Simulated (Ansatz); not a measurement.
```yaml
crystal:
  periodic: [false, false, false]
  atoms:
    - {symbol: Ge, position_ang: [-0.404796, -0.004191, -0.528413]}
    - {symbol: Na, position_ang: [1.360635, 0.013723, 1.619177]}
    - {symbol: H, position_ang: [-0.939159, 1.138444, 0.572508]}
    - {symbol: H, position_ang: [-0.922389, -1.149425, 0.577806]}
basis:
  gaussian: {orbitals: def2-TZVP}
magnetization: {spin_polarized: true, initial_magnetization: 1}
hamiltonian: {xc: pbe0}
relax: {f_tol: 0.004, max_steps: 80}
```

```sh
$ ansatz run in.yaml --threads 1 --pin off --events-out ev --progress --plain --max-ram 2176MiB
```

Steps of the relaxation (energy above the last step; positions in Å, forces in eV/Å):

```
4
step 1, 221.0 meV
Ge   -0.405   -0.004   -0.528   -0.447   -0.002    0.590
Na    1.361    0.014    1.619   -0.230   -0.002   -0.025
H    -0.939    1.138    0.573    0.341   -0.286   -0.282
H    -0.922   -1.149    0.578    0.336    0.289   -0.283
```

```
4
step 2, 148.2 meV
Ge   -0.480   -0.005   -0.522   -0.128   -0.001   -0.137
Na    1.277    0.013    1.617   -0.223   -0.002   -0.019
H    -0.860    1.157    0.570    0.176   -0.148    0.079
H    -0.843   -1.167    0.576    0.174    0.151    0.078
```

```
4
step 3, 34.7 meV
Ge   -0.591   -0.006   -0.580   -0.098   -0.001   -0.190
Na    1.083    0.012    1.592   -0.110   -0.001    0.017
H    -0.707    1.102    0.612    0.103    0.199    0.086
H    -0.691   -1.110    0.617    0.105   -0.197    0.087
```

```
4
step 8, 0.0 meV
Ge   -0.722   -0.007   -0.578   -0.001    0.000   -0.004
Na    0.976    0.011    1.622   -0.001    0.000    0.000
H    -0.588    1.151    0.596    0.001   -0.001    0.002
H    -0.571   -1.157    0.602    0.001    0.001    0.002
```

```
4
step 9, 0.0 meV
Ge   -0.723   -0.007   -0.579    0.000    0.000    0.000
Na    0.976    0.011    1.622    0.000    0.000    0.000
H    -0.588    1.151    0.596    0.000    0.000    0.000
H    -0.571   -1.157    0.602    0.000    0.000    0.000
```

Close pairs at the end: Ge1–H4 1.655 Å, Ge1–H3 1.655 Å, Na2–H3 2.190 Å, Na2–H4 2.190 Å, Ge1–Na2 2.780 Å.

A stationary point of unrestricted PBE0 after 9 steps, with ⟨S²⟩ = 0.754 against 0.75 for a pure state; no frequencies were run, so it isn't proven a minimum. 42 s on 1 thread of Intel Xeon Platinum 8259CL, shared host.
